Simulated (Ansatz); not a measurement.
System: trigonal Se. Method: PBE-D3(BJ) (plane waves, PAW; Ansatz, an electronic-structure program).

Numerical settings: plane-wave cutoff 520 eV, 12×12×8 k mesh (along the axes of the cell as run), Fermi–Dirac smearing 0.01 eV, scalar-relativistic PAW data made under PBE.

Response to compression and expansion:

Shape and atoms are relaxed at each volume.

| V (Å³/atom) | P (GPa) | direct gap at Γ (eV) | smallest gap on the k mesh (eV) | c (Å) |
|---|---|---|---|---|
| 23.510 | 1.08 | 2.039 | 0.389 | 5.141 |
| 24.000 | 0.50 | 2.013 | 0.461 | 5.136 |
| 24.490 | 0.00 | 1.999 | 0.517 | 5.129 |
| 24.979 | -0.39 | 1.991 | 0.558 | 5.124 |
| 25.469 | -0.73 | 1.996 | 0.608 | 5.116 |

The fundamental gap (0.47 eV at the equilibrium volume, with added k points) lies elsewhere than Γ–Γ.

Note: the bulk modulus comes from volumes at which shape and atoms were relaxed.

Spin–orbit coupling is not included.
